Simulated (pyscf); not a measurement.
This saddle point was located with ωB97X-D3(BJ)/def2-SVP in PySCF.

```xyz
8

O     -0.9517     0.5430    -0.9377
Si    -0.0836    -0.1763     0.2686
Cl     1.9046     0.3234     0.1244
H     -0.8104     1.4832    -1.0990
H     -0.4386    -2.8265    -0.1626
H     -0.2824    -1.7684     0.0347
O     -0.5338     0.3194     1.7815
H     -1.4537     0.1789     2.0323
```
Charge 0, spin multiplicity 2.

Surface: doublet, charge 0. Lowest wavenumbers (cm⁻¹): 1172i, 153, 169, 186, 202.

Name the species on either side of this saddle.

HO–Si•(OH)–Cl + H₂ ⇌ HO–SiH(OH)–Cl + H•, a hydrogen abstraction read from left to right: H–H broken and H–Si formed. At ωB97M-D3(BJ)/def2-TZVP it lies +13.9 kcal/mol from the left side and +7.3 kcal/mol from the right (each side as separated species at their lowest minima found). One saddle was located; it need not be the lowest between these sides. The angle at the transferred H is 178°.
